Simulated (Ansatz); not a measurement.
# Si₂NH₇: a saddle search

Does the minimum-mode search get back to a saddle from here?

Method: PBE-D4/def2-SVP; program: Ansatz 0.2.0, Gaussian basis.

**1. Starting geometry**

The start, a known saddle point with all atoms moved at random by about 0.06 Å a coordinate: 10 atoms, charge 0, spin multiplicity 1.

Atoms are counted from 1 here; the program's logs count them from 0.

Bond lengths: Si1–Si2 2.354 Å, Si1–H3 1.675 Å, Si1–N4 1.887 Å, Si1–H5 1.467 Å, Si2–H6 1.468 Å, Si2–H7 1.483 Å, Si2–H8 1.534 Å, H3–N4 1.198 Å, N4–H9 1.059 Å, N4–H10 1.011 Å. Angles: Si2–Si1–H3 138.0°, Si2–Si1–N4 112.3°, Si2–Si1–H5 112.8°, H3–Si1–N4 38.7°, H3–Si1–H5 102.6°, N4–Si1–H5 97.2°, Si1–Si2–H6 108.8°, Si1–Si2–H7 109.7°, Si1–Si2–H8 113.3°, H6–Si2–H7 111.6°, H6–Si2–H8 110.4°, H7–Si2–H8 102.8°, Si1–H3–N4 80.2°, Si1–N4–H3 61.0°, Si1–N4–H9 126.6°, Si1–N4–H10 117.2°, H3–N4–H9 141.1°, H3–N4–H10 101.9° and more.

Geometry (Å):

```
Si   -0.97752   -0.23811    0.16298
Si    1.09822   -1.11774    0.84100
H    -1.68235    0.34887   -1.23890
N    -0.78938    1.13792   -1.11396
H    -1.62259    0.56570    1.20653
H     0.86746   -2.13397    1.87517
H     1.80930   -1.68267   -0.33115
H     2.07464   -0.04883    1.34934
H    -0.61756    2.16387   -0.91581
H    -0.22181    0.93955   -1.92658
```

**2. The search**

The input, run/in.yaml:

```yaml
crystal:
  periodic: [false, false, false]
  atoms:
    - {symbol: Si, position_ang: [-0.977525, -0.238109, 0.162985]}
    - {symbol: Si, position_ang: [1.098216, -1.117741, 0.840999]}
    - {symbol: H, position_ang: [-1.682352, 0.348873, -1.238897]}
    - {symbol: N, position_ang: [-0.789379, 1.137915, -1.113962]}
    - {symbol: H, position_ang: [-1.622586, 0.565700, 1.206532]}
    - {symbol: H, position_ang: [0.867463, -2.133966, 1.875172]}
    - {symbol: H, position_ang: [1.809301, -1.682669, -0.331149]}
    - {symbol: H, position_ang: [2.074637, -0.048830, 1.349341]}
    - {symbol: H, position_ang: [-0.617560, 2.163875, -0.915813]}
    - {symbol: H, position_ang: [-0.221810, 0.939548, -1.926585]}
basis:
  gaussian: {orbitals: def2-SVP}
hamiltonian: {xc: pbe, dispersion: d4}
saddle:
  f_tol: 0.05
  max_steps: 40
  mode_guess:
    - [0.0841, 0.3461, -0.2492]
    - [-0.0295, -0.0425, -0.0329]
    - [-0.3794, -0.6500, 0.2355]
    - [0.2608, 0.2128, 0.0868]
    - [-0.0815, -0.0389, -0.0468]
    - [-0.0120, 0.0060, 0.0147]
    - [0.0142, -0.0213, -0.0006]
    - [-0.0560, 0.0042, -0.0268]
    - [0.1664, 0.1087, 0.0477]
    - [0.0330, 0.0748, -0.0284]
```

On the command line:

```bash
$ ansatz run in.yaml --threads 2 --pin off --events-out ev --progress --plain --max-ram 4352MiB
```

What does the calculation give? Wanted: energy change; last largest force; RMSD from the start; RMSD from the known saddle.

The runs gave:

| quantity | value |
| --- | --- |
| steps | 8 |
| energy change | -12.7 kJ/mol |
| last largest force | 0.0024 eV/Å |
| RMSD from the start | 0.086 Å |
| RMSD from the known saddle | 0.046 Å |

**Reading.** It converged in 8 steps at a force tolerance of 0.05 eV/Å. It is back at the known saddle, up to the shift that another level brings.
